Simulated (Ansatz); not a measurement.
**singlet C₂: levels of theory in one basis**

```xyz
2

C     0.0000    0.0000    0.0000
C     0.0000    0.0000    1.4800
```

Basis set: def2-SVP (spherical functions). Frozen core: 2 orbitals. Charge 0, multiplicity 1.

Computed with Ansatz (development build ahead of 0.2.0); each method stands on the lowest determinant of its kind that the runs found.

```json
{"method": "RHF", "E − E(RHF) (eV)": "0.00", "<S²> of the determinant": "0.00"}
{"method": "UHF", "E − E(RHF) (eV)": "-1.53", "<S²> of the determinant": "2.31"}
{"method": "RHF-MP2", "E − E(RHF) (eV)": "-5.07", "<S²> of the determinant": "–"}
```

**Question.** What does UHF-MP2 give on the same scale?

**Answer.** -4.77 eV.

**Question.** Is a single determinant a sound starting point here?

**Answer.** It is doubtful. Unrestricted orbitals lower Hartree–Fock by 1.53 eV and <S²> is 2.31 where a pure state has 0.00, a sign of strong static correlation.

Caution for RHF, RHF-MP2: an unrestricted determinant lies well below. Caution for UHF, UHF-MP2: the unrestricted determinant is a mixture of spin states. Caution for RHF-MP2, UHF-MP2: bonds are stretched, where a single reference can fail. Caution for RHF-MP2: other determinants can give a lower correlated total.
